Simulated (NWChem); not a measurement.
Everything below was run with NWChem. System: ozone (O$_{3}$), charge 0, spin multiplicity 1, at a geometry optimised with PBE/def2-SVP. Level: B3LYP/def2-TZVP, VWN1-RPA local correlation.

Job file:

```
start mol
memory heap 200 mb stack 800 mb global 1000 mb
geometry units angstroms nocenter noautoz
  O     -1.088940     0.000000    -0.216755
  O      0.000000     0.000000     0.433510
  O      1.088940     0.000000    -0.216755
  symmetry group C2v
end
basis spherical
  * library def2-tzvp
end
dft
  xc b3lyp
  semidirect memsize 60000000 filesize 0
  iterations 100
end
task dft energy
```

Part of the output:

```
             Northwest Computational Chemistry Package (NWChem) 7.3.0
             --------------------------------------------------------

                                NWChem Input Module
                                -------------------

 Scaling coordinates for geometry "geometry" by  1.889725989
 (inverse scale =  0.529177249)

 Turning off AUTOSYM since
 SYMMETRY directive was detected!

                             Geometry "geometry" -> ""
                             -------------------------

 Output coordinates in angstroms (scale by  1.889725989 to convert to a.u.)

  No.       Tag          Charge          X              Y              Z
 ---- ---------------- ---------- -------------- -------------- --------------
    1 O                    8.0000    -1.08894000     0.00000000    -0.21675500
    2 O                    8.0000     0.00000000     0.00000000     0.43351000
    3 O                    8.0000     1.08894000     0.00000000    -0.21675500

 Effective nuclear repulsion energy (a.u.)      68.9556595112

            Nuclear Dipole moment (a.u.)
            ----------------------------
        X                 Y               Z
 ---------------- ---------------- ----------------
     0.0000000000     0.0000000000     0.0000000000

      Symmetry information
      --------------------

 Group name             C2v
 Group number             16
 Group order               4
 No. of unique centers     2

      Symmetry unique atoms

     1    2


 Summary of "ao basis" -> "" (spherical)
 ------------------------------------------------------------------------------
       Tag                 Description            Shells   Functions and Types
 ---------------- ------------------------------  ------  ---------------------
 *                         def2-tzvp                  on all atoms

                                 NWChem DFT Module
                                 -----------------

 Summary of "ao basis" -> "ao basis" (spherical)
 ------------------------------------------------------------------------------
       Tag                 Description            Shells   Functions and Types
 ---------------- ------------------------------  ------  ---------------------
 O                         def2-tzvp                11       31   5s3p2d1f

 Summary of "ao basis" -> "ao basis" (spherical)
 ------------------------------------------------------------------------------
       Tag                 Description            Shells   Functions and Types
 ---------------- ------------------------------  ------  ---------------------
 O                         def2-tzvp                11       31   5s3p2d1f

      Symmetry analysis of basis
      --------------------------

        a1         35
        a2         13
        b1         28
        b2         17

            General Information
            -------------------
          SCF calculation type: DFT
          Wavefunction type:  closed shell.
          No. of atoms     :     3
          No. of electrons :    24
           Alpha electrons :    12
            Beta electrons :    12
          Charge           :     0
          Spin multiplicity:     1
          Use of symmetry is: on ; symmetry adaption is: on
          Maximum number of iterations: 100
          AO basis - number of functions:    93
                     number of shells:    33
          Convergence on energy requested:  1.00D-06
          Convergence on density requested:  1.00D-05
          Convergence on gradient requested:  5.00D-04

              XC Information
              --------------
                         B3LYP Method XC Potential
                     Hartree-Fock (Exact) Exchange  0.200
                        Slater Exchange Functional  0.800 local
                    Becke 1988 Exchange Functional  0.720 non-local
              Lee-Yang-Parr Correlation Functional  0.810
                  VWN I RPA Correlation Functional  0.190 local

             Grid Information
             ----------------
          Grid used for XC integration:  medium
          Radial quadrature: Mura-Knowles
          Angular quadrature: Lebedev.
          Tag              B.-S. Rad. Rad. Pts. Rad. Cut. Ang. Pts.
          ---              ---------- --------- --------- ---------
          O                   0.60       49           7.0       434
          Grid pruning is: on
          Number of quadrature shells:    98
          Spatial weights used:  Erf1

          Convergence Information
          -----------------------
          Convergence aids based upon iterative change in
          total energy or number of iterations.
          Levelshifting, if invoked, occurs when the
          HOMO/LUMO gap drops below (HL_TOL):  1.00D-02
          DIIS, if invoked, will attempt to extrapolate
          using up to (NFOCK): 10 stored Fock matrices.

                    Damping( 0%)  Levelshifting(0.5)       DIIS
                  --------------- ------------------- ---------------
          dE  on:    start            ASAP                start
          dE off:    2 iters        100 iters           100 iters

      Screening Tolerance Information
      -------------------------------
          Density screening/tol_rho:  1.00D-10
          AO Gaussian exp screening on grid/accAOfunc:  14
          CD Gaussian exp screening on grid/accCDfunc:  20
          XC Gaussian exp screening on grid/accXCfunc:  20
          Schwarz screening/accCoul:  1.00D-08

      Superposition of Atomic Density Guess
      -------------------------------------

 Sum of atomic energies:        -224.35292174

      Non-variational initial energy
      ------------------------------

 Total energy =    -224.666044
 1-e energy   =    -446.971725
 2-e energy   =     153.350022
 HOMO         =      -0.317754
 LUMO         =      -0.160995

      Symmetry analysis of molecular orbitals - initial
      -------------------------------------------------

  Numbering of irreducible representations:

     1 a1          2 a2          3 b1          4 b2

  Orbital symmetries:

     1 a1          2 b1          3 a1          4 a1          5 b1
     6 a1          7 b1          8 a1          9 b2         10 a2
    11 b1         12 a1         13 b2         14 a1         15 b1
    16 a1         17 a1         18 b1         19 b2         20 a1
    21 b1         22 a2

------------------------------------------------------------
EAF file 0: "./mol.aoints.0" size=524288 bytes
------------------------------------------------------------
               write      read    awrite     aread      wait
               -----      ----    ------     -----      ----
     calls:        1         0         0         0         0
   data(b): 5.24e+05  0.00e+00  0.00e+00  0.00e+00
   time(s): 0.00e+00  0.00e+00  0.00e+00  0.00e+00  0.00e+00
rate(mb/s): 0.00e+00  0.00e+00
------------------------------------------------------------

   convergence    iter        energy       DeltaE   RMS-Dens  Diis-err    time
 ---------------- ----- ----------------- --------- --------- ---------  ------
 d= 0,ls=0.0,diis     1   -225.3060510303 -2.94D+02  1.39D-02  2.66D+00     0.9
 d= 0,ls=0.0,diis     2   -224.7272733510  5.79D-01  9.55D-03  1.02D+01     1.0
 d= 0,ls=0.0,diis     3   -225.5029200808 -7.76D-01  1.75D-03  1.17D-01     1.1
 d= 0,ls=0.0,diis     4   -225.5100233524 -7.10D-03  5.91D-04  2.26D-02     1.1
 d= 0,ls=0.0,diis     5   -225.5118030401 -1.78D-03  3.94D-05  7.27D-05     1.2
  Resetting Diis
 d= 0,ls=0.0,diis     6   -225.5118090103 -5.97D-06  5.42D-06  7.49D-07     1.3
 d= 0,ls=0.0,diis     7   -225.5118090814 -7.11D-08  3.77D-06  1.47D-07     1.4

         Total DFT energy =     -225.511809081444
      One electron energy =     -445.901371676843
           Coulomb energy =      176.933077576119
    Exchange-Corr. energy =      -25.499174491888
 Nuclear repulsion energy =       68.955659511168

 Numeric. integr. density =       24.000000171865

     Total iterative time =      1.1s

                  Occupations of the irreducible representations
                  ----------------------------------------------

                     irrep           alpha         beta
                     --------     --------     --------
                     a1                6.0          6.0
                     a2                1.0          1.0
                     b1                4.0          4.0
                     b2                1.0          1.0

                       DFT Final Molecular Orbital Analysis
                       ------------------------------------

 Vector   10  Occ=2.000000D+00  E=-3.749290D-01  Symmetry=a2
              MO Center= -1.0D-14,  6.4D-15, -2.0D-01, r^2= 1.7D+00
   Bfn.  Coefficient  Atom+Function         Bfn.  Coefficient  Atom+Function
  ----- ------------  ---------------      ----- ------------  ---------------
     7      0.356675  1 O  py                69     -0.356675  3 O  py
    10      0.297377  1 O  py                72     -0.297377  3 O  py
    13      0.207596  1 O  py                75     -0.207596  3 O  py
    51     -0.038091  2 O  d -2

 Vector   11  Occ=2.000000D+00  E=-3.600754D-01  Symmetry=b1
              MO Center= -6.0D-13, -6.1D-15, -1.6D-01, r^2= 1.8D+00
   Bfn.  Coefficient  Atom+Function         Bfn.  Coefficient  Atom+Function
  ----- ------------  ---------------      ----- ------------  ---------------
     8     -0.266925  1 O  pz                70      0.266925  3 O  pz
     6      0.256465  1 O  px                68      0.256465  3 O  px
    11     -0.220860  1 O  pz                73      0.220860  3 O  pz
     9      0.208052  1 O  px                71      0.208052  3 O  px
    12      0.150169  1 O  px                74      0.150169  3 O  px

 Vector   12  Occ=2.000000D+00  E=-3.496858D-01  Symmetry=a1
              MO Center= -3.2D-16,  2.4D-16, -1.2D-01, r^2= 1.7D+00
   Bfn.  Coefficient  Atom+Function         Bfn.  Coefficient  Atom+Function
  ----- ------------  ---------------      ----- ------------  ---------------
     8      0.334236  1 O  pz                70      0.334236  3 O  pz
    11      0.270953  1 O  pz                73      0.270953  3 O  pz
    39     -0.217289  2 O  pz                14      0.201597  1 O  pz
    76      0.201597  3 O  pz                36     -0.199830  2 O  s
    42     -0.168427  2 O  pz                45     -0.115713  2 O  pz

 Vector   13  Occ=0.000000D+00  E=-1.998337D-01  Symmetry=b2
              MO Center=  4.3D-17, -6.4D-16, -1.4D-02, r^2= 1.5D+00
   Bfn.  Coefficient  Atom+Function         Bfn.  Coefficient  Atom+Function
  ----- ------------  ---------------      ----- ------------  ---------------
    38      0.360976  2 O  py                 7     -0.309003  1 O  py
    69     -0.309003  3 O  py                41      0.302491  2 O  py
    44      0.258637  2 O  py                10     -0.254202  1 O  py
    72     -0.254202  3 O  py                13     -0.250170  1 O  py
    75     -0.250170  3 O  py

 Vector   14  Occ=0.000000D+00  E= 5.504769D-02  Symmetry=a1
              MO Center=  1.5D-14, -2.2D-16, -6.9D-02, r^2= 1.9D+00
   Bfn.  Coefficient  Atom+Function         Bfn.  Coefficient  Atom+Function
  ----- ------------  ---------------      ----- ------------  ---------------
    36      1.441864  2 O  s                  5     -0.649179  1 O  s
    45     -0.650409  2 O  pz                67     -0.649179  3 O  s
    12     -0.602446  1 O  px                74      0.602446  3 O  px
    35      0.314093  2 O  s                 39     -0.302378  2 O  pz
     6     -0.291151  1 O  px                68      0.291151  3 O  px

 Vector   15  Occ=0.000000D+00  E= 1.394171D-01  Symmetry=b1
              MO Center= -1.7D-14, -4.1D-18,  1.0D-02, r^2= 2.1D+00
   Bfn.  Coefficient  Atom+Function         Bfn.  Coefficient  Atom+Function
  ----- ------------  ---------------      ----- ------------  ---------------
    43      1.229655  2 O  px                 5      0.902226  1 O  s
    67     -0.902226  3 O  s                 12      0.614570  1 O  px
    74      0.614570  3 O  px                14      0.525678  1 O  pz
    76     -0.525678  3 O  pz                37      0.444493  2 O  px
    40      0.384756  2 O  px                 4      0.228606  1 O  s

 center of mass
 --------------
 x =   0.00000000 y =   0.00000000 z =   0.00000000

 moments of inertia (a.u.)
 ------------------
          16.101597694162           0.000000000000           0.000000000000
           0.000000000000         151.563562335765           0.000000000000
           0.000000000000           0.000000000000         135.461964641603

     Multipole analysis of the density
     ---------------------------------

     L   x y z        total         alpha         beta         nuclear
     -   - - -        -----         -----         ----         -------
     0   0 0 0     -0.000000    -12.000000    -12.000000     24.000000

     1   1 0 0      0.000000      0.000000      0.000000      0.000000
     1   0 1 0     -0.000000     -0.000000     -0.000000      0.000000
     1   0 0 1      0.257972      0.128986      0.128986      0.000000

     2   2 0 0    -12.874886    -40.313711    -40.313711     67.752536
     2   1 1 0     -0.000000     -0.000000     -0.000000      0.000000
     2   1 0 1     -0.000000     -0.000000     -0.000000      0.000000
     2   0 2 0    -10.844790     -5.422395     -5.422395      0.000000
     2   0 1 1     -0.000000     -0.000000     -0.000000      0.000000
     2   0 0 2    -11.876187     -9.964774     -9.964774      8.053361

 Task  times  cpu:        1.4s     wall:        1.4s

 Total times  cpu:        1.5s     wall:        1.5s
```
